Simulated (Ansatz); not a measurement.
**Scan of SbH$_{2}$⁺, triplet**

Starting geometry (PBE0/def2-TZVP stationary point for this spin, not checked as a minimum):

```xyz
3

Sb    0.0000   -0.0136    0.0000
H     0.0000    0.8237   -1.4688
H     0.0000    0.8237    1.4688
```

From there H2 moves along the line of the two atoms named below, all else staying in place; atoms are numbered as listed. Energies are in kcal/mol, counted from the starting geometry at the same level. Kohn–Sham curves are unrestricted where that lies lower.

Basis def2-SVP with its core potentials; Ansatz 0.2.0. Correlated methods freeze the noble-gas cores and the filled d shells of p-block atoms. No spin–orbit coupling is included; scalar relativity enters through the core potentials alone.

Full CI is exact within this basis and frozen core; it isn't the basis-set limit.

```json
{"distance Sb1-H2 (Å)": "1.371", "wB97M-V": "28.2"}
{"distance Sb1-H2 (Å)": "1.530", "wB97M-V": "5.5"}
{"distance Sb1-H2 (Å)": "1.691", "wB97M-V": "0.0"}
{"distance Sb1-H2 (Å)": "1.841", "wB97M-V": "3.1"}
{"distance Sb1-H2 (Å)": "2.062", "wB97M-V": "13.5"}
{"distance Sb1-H2 (Å)": "2.307", "wB97M-V": "24.7"}
{"distance Sb1-H2 (Å)": "2.674", "wB97M-V": "33.5"}
{"distance Sb1-H2 (Å)": "3.153", "wB97M-V": "38.0"}
{"distance Sb1-H2 (Å)": "3.783", "wB97M-V": "40.2"}
{"distance Sb1-H2 (Å)": "4.455", "wB97M-V": "41.1"}
{"distance Sb1-H2 (Å)": "5.840", "wB97M-V": "41.4"}
```

Task: Estimate the full CI curve in def2-SVP from this one, knowing how wB97M-V errs.

Result: The computed full CI values, in kcal/mol from the starting point, and the error of wB97M-V against them:
```json
{"distance Sb1-H2 (Å)": "1.371", "full CI": "29.6", "wB97M-V less full CI": "-1.4"}
{"distance Sb1-H2 (Å)": "1.530", "full CI": "5.9", "wB97M-V less full CI": "-0.4"}
{"distance Sb1-H2 (Å)": "1.691", "full CI": "0.0", "wB97M-V less full CI": "0.0"}
{"distance Sb1-H2 (Å)": "1.841", "full CI": "2.9", "wB97M-V less full CI": "0.3"}
{"distance Sb1-H2 (Å)": "2.062", "full CI": "12.9", "wB97M-V less full CI": "0.6"}
{"distance Sb1-H2 (Å)": "2.307", "full CI": "24.5", "wB97M-V less full CI": "0.2"}
{"distance Sb1-H2 (Å)": "2.674", "full CI": "34.4", "wB97M-V less full CI": "-1.0"}
{"distance Sb1-H2 (Å)": "3.153", "full CI": "37.7", "wB97M-V less full CI": "0.2"}
{"distance Sb1-H2 (Å)": "3.783", "full CI": "38.6", "wB97M-V less full CI": "1.6"}
{"distance Sb1-H2 (Å)": "4.455", "full CI": "38.9", "wB97M-V less full CI": "2.2"}
{"distance Sb1-H2 (Å)": "5.840", "full CI": "39.0", "wB97M-V less full CI": "2.5"}
```

The error spans 3.9 kcal/mol and is largest, 2.5 kcal/mol, at 5.840 Å.

In so small a basis the reference is far from its limit while semilocal and hybrid functionals are nearer theirs, so the functionals' errors here hold much of the reference's basis and frozen-core error, which can add to them or hide them.
